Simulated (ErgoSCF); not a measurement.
# One shape, several levels: LiH (SMILES [LiH])

Wanted: a comparison of 4 runs (HF/3-21G, SVWN3(Ergo)/STO-2G, B3LYP5 with 15 % exact exchange/pc-1, PBE0/def2-SVP) of LiH. 

The results are computed with ErgoSCF 3.8.

3 further runs of the same task are left out: 1 that didn't finish, 2 set aside as unsound or not needed.

**1. The system as given**

LiH has 2 atoms, charge 0, and is taken as a singlet. As SMILES, `[LiH]`. The bond length is the measured one.

Bond lengths: Li1–H2 1.596 Å.

**2. A single-point energy at HF/3-21G (run 1)**

The input, run.inp:

```
# HLi, HF
set_nthreads("env")
molecule_inline Angstrom
Li 0.000000 0.000000 0.000000
H  0.000000 0.000000 1.595700
EOF
scf.max_number_of_iterations = 120
scf.use_diagonalization = 1
tmpdir = "."
basis = "3-21G"
scf.output_mulliken_pop = 1
run "HF"
```

The basis set 3-21G is read from a file made from the Basis Set Exchange's data (not shown).

On the command line:

```sh
ergo run.inp
```

The log of the run:

```text
[...]
INSC SCF_general constructor, number of basis functions: 11
[...]
INSC Energy   1 =         -2.72077336889
[...]
INDE E_LUMO =          0.00335300137
[...]
INSC Energy   9 =         -7.92959457602  ( diff     -0.000000000007756 )
[...]
RESC CONVERGED after   9 iterations.
RESC FINAL ENERGY:         -7.92959457602
[...]
INSC SCF: dipole_moment_x [atomic units] =       0.00000000
INSC SCF: dipole_moment_y [atomic units] =      -0.00000000
INSC SCF: dipole_moment_z [atomic units] =      -2.31889568
[...]
```

It took 0.4 s on 1 thread of Arm Neoverse V1, shared host; peak memory 0.26 GiB.

**3. The excited states at SVWN3(Ergo)/STO-2G (run 2)**

The input, geom.xyz:

```xyz
2

Li     0.000000     0.000000     0.000000
H      0.000000     0.000000     1.595700
```

On the command line:

```sh
ergo -m geom.xyz -e 'set_nthreads("env")' -e 'scf.output_mulliken_pop = 1' -e 'basis = "STO-2G"' -e 'tmpdir = "."' -e 'lr.max_iterations = 30' -e 'charge = 0' -e 'scf.max_number_of_iterations = 150' -e 'get_excited_state "SVWN3" 2'
```

The log of the run:

```text
[...]
INDF Weighted mixed functional:
[...]
INSC Energy   1 =         -4.51885512334
[...]
INDE PURIFICATION CONVERGED after 20 iterations
[...]
INDE PURIFICATION CONVERGED after 22 iterations
[...]
INDE PURIFICATION CONVERGED after 22 iterations
[...]
INDE PURIFICATION CONVERGED after 22 iterations
[...]
INDE E(LUMO) - E(HOMO) <=          0.14986186829 =          4.07794920117 eV
[...]
INSC Energy  10 =         -7.61426922402  ( diff     -0.000000000000036 )
[...]
RESC CONVERGED after  10 iterations.
RESC FINAL ENERGY:         -7.61426922402
[...]
INSC SCF: dipole_moment_x [atomic units] =      -0.00000000
INSC SCF: dipole_moment_y [atomic units] =      -0.00000000
INSC SCF: dipole_moment_z [atomic units] =      -1.84708224
[...]
```

Standard output:

```text
Step  1: ssize:   4 |r|=     0.107337 shift=  0.140406
Step  2: ssize:   8 |r|=   0.00325719 shift=  0.184871
STATE 1 TRANSITION MOMENT:         -2.88989e-16 ENERGY             3.602787 eV
STATE 2 TRANSITION MOMENT:             -1.12597 ENERGY             5.030587 eV
STATE 1 TRANSITION MOMENT:          8.15138e-16 ENERGY             3.602787 eV
STATE 2 TRANSITION MOMENT:            -0.756025 ENERGY             5.030587 eV
STATE 1 TRANSITION MOMENT:            -0.538534 ENERGY             3.602787 eV
STATE 2 TRANSITION MOMENT:         -4.48676e-16 ENERGY             5.030587 eV
Eigenvalue  1:     0.132399990 Tran.Mom.:     0.538533809
Eigenvalue  2:     0.184870666 Tran.Mom.:      1.35624137
```

Wall time 0.56 s (1 thread of Arm Neoverse V1, shared host); peak memory 0.26 GiB.

The roots found:

| excited state | energy (eV) | strength |
| --- | --- | --- |
| 1 | 3.603 | 0.0256 |
| 2 | 5.031 | 0.2267 |

Run 3 isn't shown in full; the table further down has it.

**4. The energy at PBE0/def2-SVP (run 4)**

The input, run.inp:

```
set_nthreads(1)
XC.angint = 41
XC.radint = 1e-11
basis = "def2-SVP"
XC.sparse_mode = 0
scf.use_diagonalization = 1
scf.output_mulliken_pop = 1
tmpdir = "."
scf.max_number_of_iterations = 120
charge = 0
molecule_inline
Li   0.00000000   0.00000000   0.00000000
H    0.00000000   0.00000000   3.01543598
EOF
run "PBE0"
```

The basis set def2-SVP is read from a file made from the Basis Set Exchange's data (not shown).

On the command line:

```sh
ergo < run.inp
```

The log of the run:

```text
[...]
INDF Weighted mixed functional:
[...]
INSC Energy   1 =         -1.82705244716
[...]
INDE E_LUMO =         -0.03246065242
[...]
INSC Energy   9 =         -8.04381011746  ( diff     -0.000000000139600 )
[...]
RESC CONVERGED after   9 iterations.
RESC FINAL ENERGY:         -8.04381011746
[...]
INSC SCF: dipole_moment_x [atomic units] =       0.00000000
INSC SCF: dipole_moment_y [atomic units] =      -0.00000000
INSC SCF: dipole_moment_z [atomic units] =      -2.21253330
[...]
```

Run time: 0.7 s. Hardware: 1 thread of Arm Neoverse V1, shared host; peak memory 0.26 GiB.

**5. All runs side by side**

| run | level | task | solver | energy (Eh) | dipole moment (D) | wall time |
| --- | --- | --- | --- | --- | --- | --- |
| 1 | HF/3-21G | energy | diagonalisation | -7.929595 | 5.89 | 0.4 s |
| 2 | SVWN3(Ergo)/STO-2G | excited | purification | -7.614269 | 4.69 | 0.56 s |
| 3 | B3LYP5 with 15 % exact exchange/pc-1 | excited | diagonalisation | -8.054744 | 5.49 | 0.8 s |
| 4 | PBE0/def2-SVP | energy | diagonalisation | -8.043810 | 5.62 | 0.7 s |

**6. Results**

| quantity | value |
| --- | --- |
| run 4: total energy | -8.04381 Eh |
| run 4: dipole moment | 5.62 D |

In words: The dipole moment (its size) runs from 4.69 D (SVWN3(Ergo)/STO-2G) to 5.89 D (HF/3-21G). The two ends differ in method and basis. Totals of different functionals can't be ranked against each other. In run 2 the basis is minimal, so the values are rough. All runs together took 2.5 s, the longest 0.8 s.
